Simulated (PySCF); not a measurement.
Sulfur diatomic, S2 (triplet state).
SMILES with atom numbers: `[S:1]=[S:2]`

The calculation used UKS B3LYP, IGLO-III on S, non-relativistic, mean-field spin-orbit, GIAO in PySCF 2.14.0. Spin–spin part from the singly occupied natural orbitals, spin–orbit part to second order with van Wüllen's prefactor. Geometry: PBE0-D3(BJ)/def2-SVP; no solvent, vibrations or thermal averaging.

Give D and E of this S = 1 state, with their spin–spin and spin–orbit parts.

D = +20.898 cm⁻¹ and E = +0.001 cm⁻¹, with E given the sign of D (E/D = 0.00; 0 is axial, 1/3 the rhombic limit). Point group D∞h requires E = 0; what is left comes from small departures from that symmetry in geometry, grid or density. Diagonalised alone, the spin–spin tensor gives D = +0.282, E = 0.000 and the spin–orbit tensor D = +20.616, E = +0.001 cm⁻¹; in size the spin–orbit D is 73 times the other. The Mulliken spin populations are largest on S2 (+1.00) and S1 (+1.00).

What is D as a frequency, a field and a temperature?

D = +626.52 GHz = +22256 mT (with g_iso = 2.0113) = +30.068 K = +2591.1 μeV.

What are the three sublevel energies at zero field and the gaps between them?

With H = D(Sz² − 2/3) + E(Sx² − Sy²): Tz at -13.932 cm⁻¹, Tx at +6.965 cm⁻¹, Ty at +6.967 cm⁻¹. The gaps are |D| − |E| = 626.49 GHz, |D| + |E| = 626.55 GHz and 2|E| = 0.06 GHz.

How are these sublevels filled in thermal equilibrium at 10 K and zero field?

kT = 6.95 cm⁻¹, so the Boltzmann shares are Tz 91.0 %, Tx 4.5 %, Ty 4.5 %.

Where do the strong lines fall at 93.883 GHz with the field along each axis of D (isotropic g = 2.0113, hyperfine left aside, microwave field at right angles)?

From exact diagonalisation up to 52800 mT, keeping lines above a fifth of the strength of a high-field Δm = ±1 line:

```csv
field along,resonance fields (mT)
x,9235
y,9242
z,"18921, 25591"
```

Without D the line would be at 3335 mT. The microwave quantum is 3.132 cm⁻¹, against |D| + |E| = 20.899 cm⁻¹.

Natural occupations around the open shell: 1.999, 1.000, 1.000, 0.001. The unrestricted determinant has ⟨S²⟩ = 2.0073 (exact 2.0000), so spin contamination is small.

Principal g values: 2.0021, 2.0159, 2.0159.

Time: 6.4 s of wall time. Hardware: Arm Neoverse V1, one thread, no GPU (shared host).
